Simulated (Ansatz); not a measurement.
## Nudged elastic band run: FH$_{3}$Si

Input:

```yaml
crystal:
  periodic: [false, false, false]
  atoms:
    - { symbol: Si, position_ang: [0.246852, 0.0, 0.135977] }
    - { symbol: F, position_ang: [0.316548, 0.0, 1.760279] }
    - { symbol: H, position_ang: [1.635518, 0.0, -0.399312] }
    - { symbol: H, position_ang: [-0.477909, 1.221502, -0.308622] }
    - { symbol: H, position_ang: [-0.477909, -1.221502, -0.308622] }
basis:
  gaussian: { orbitals: def2-SVP }
hamiltonian:
  xc: r2scan
neb:
  order_check: false
  images: 5
  f_tol: 0.03
  max_iterations: 60
  final_atoms:
    - { symbol: Si, position_ang: [-0.0144345, 0.0, -0.74285223] }
    - { symbol: F, position_ang: [1.09739433, 0.0, 1.15656993] }
    - { symbol: H, position_ang: [1.97042485, 0.0, 0.82406377] }
    - { symbol: H, position_ang: [-0.90514234, 1.104941, -0.17904074] }
    - { symbol: H, position_ang: [-0.90514234, -1.104941, -0.17904074] }
  initial_path:
    images:
      - { positions_ang: [[0.246852, 0.0, 0.135977], [0.316548, 0.0, 1.760279], [1.635518, 0.0, -0.399312], [-0.477909, 1.221502, -0.308622], [-0.477909, -1.221502, -0.308622]] }
      - { positions_ang: [[0.16458931, 0.0, 0.09062123], [0.54407348, 0.0, 1.66854358], [1.62995546, 0.0, -0.14360873], [-0.54775913, 1.211468, -0.36792804], [-0.54775913, -1.211468, -0.36792804]] }
      - { positions_ang: [[0.08232662, 0.0, 0.04526546], [0.77159896, 0.0, 1.57680816], [1.62439293, 0.0, 0.11209454], [-0.61760926, 1.201434, -0.42723408], [-0.61760926, -1.201434, -0.42723408]] }
      - { positions_ang: [[6.394e-05, 0.0, -9.031e-05], [0.99912444, 0.0, 1.48507274], [1.61883039, 0.0, 0.36779781], [-0.68745938, 1.1914, -0.48654012], [-0.68745938, -1.1914, -0.48654012]] }
      - { positions_ang: [[-0.00476888, 0.0, -0.24767762], [1.03188107, 0.0, 1.37557181], [1.73602854, 0.0, 0.51988646], [-0.76002037, 1.16258033, -0.38404032], [-0.76002037, -1.16258033, -0.38404032]] }
      - { positions_ang: [[-0.00960169, 0.0, -0.49526493], [1.0646377, 0.0, 1.26607087], [1.8532267, 0.0, 0.67197512], [-0.83258136, 1.13376067, -0.28154053], [-0.83258136, -1.13376067, -0.28154053]] }
      - { positions_ang: [[-0.0144345, 0.0, -0.74285223], [1.09739433, 0.0, 1.15656993], [1.97042485, 0.0, 0.82406377], [-0.90514234, 1.104941, -0.17904074], [-0.90514234, -1.104941, -0.17904074]] }
```

Command:

```bash
$ ansatz run input.yaml --threads 1 --pin off --max-ram 2048MiB --backend cpu --events-out ev --progress --plain --runs-dir out
```

Output, in part (warnings, iteration lines, the closing report on the highest movable image, with atoms numbered from 0):

```
NEB end point (image 0): max|allowed force component| = 1.202e-3 eV/Å (the criterion of neb.relax_end_points is 1.000e-2)
NEB end point (image 6): max|allowed force component| = 2.089e-2 eV/Å (the criterion of neb.relax_end_points is 1.000e-2)
NEB iter   1: max|band force component| = 4.773e0 eV/Å  barrier→ = 4.3914 eV  barrier← = 1.0230 eV  Δτ_max = 0.1891 Å  (175 SCF iters)
NEB iter   2: max|band force component| = 2.125e0 eV/Å  barrier→ = 3.6356 eV  barrier← = 0.2672 eV  Δτ_max = 0.1407 Å  (147 SCF iters)
NEB iter   3: max|band force component| = 8.688e-1 eV/Å  barrier→ = 3.5961 eV  barrier← = 0.2276 eV  Δτ_max = 0.0228 Å  (136 SCF iters)
NEB iter   4: max|band force component| = 2.759e-1 eV/Å  barrier→ = 3.5843 eV  barrier← = 0.2159 eV  CI = image 4  Δτ_max = 0.0244 Å  (140 SCF iters)
NEB iter   5: max|band force component| = 9.196e-2 eV/Å  barrier→ = 3.5793 eV  barrier← = 0.2108 eV  CI = image 4  Δτ_max = 0.0116 Å  (133 SCF iters)
NEB iter   6: max|band force component| = 2.026e-2 eV/Å  barrier→ = 3.5788 eV  barrier← = 0.2103 eV  CI = image 4  Δτ_max = 0.0000 Å  (259 SCF iters)
Total energy: -10634.25050955 eV, -390.8014980721 hartree
Atom 0 at     0.181575     0.000000    -0.417813 Å, force    -0.005800     0.000000    -0.009575 eV/Å
Atom 1 at     0.977341     0.000000     1.404292 Å, force    -0.003740    -0.000000     0.021071 eV/Å
Atom 2 at     1.618129    -0.000000     0.479540 Å, force     0.009906    -0.000000    -0.010751 eV/Å
Atom 3 at    -0.766972     1.163071    -0.293159 Å, force    -0.000183    -0.000741    -0.000372 eV/Å
Atom 4 at    -0.766972    -1.163071    -0.293159 Å, force    -0.000183     0.000741    -0.000372 eV/Å
Dipole moment:     0.011602     0.000000    -0.112191 e Å
```

The forces met the threshold. Neighbouring images differ by up to 1.6 eV, so the band resolves the path poorly. A vibrational analysis at the climbing image gives one clearly imaginary mode, 943i cm⁻¹: a first-order saddle point. The orbitals stay closed-shell, which can raise the energy where a bond breaks towards radicals; this wasn't checked here.

Final band (atoms are numbered from 1 in the order of the input):

```csv
image,path coordinate (Å),energy (kJ/mol),Si1–H3 (Å),F2–H3 (Å)
0,0.00,0.0,1.49,2.53
1,0.35,26.7,1.48,2.22
2,0.70,123.0,1.48,1.85
3,1.05,273.4,1.53,1.48
4,1.40,345.3,1.69,1.13
5,1.76,330.7,2.10,0.96
6,2.13,325.0,2.53,0.93
```

Run time: 55 s on 1 thread of Arm Neoverse V1 (shared host), peak memory 0.1 GiB.
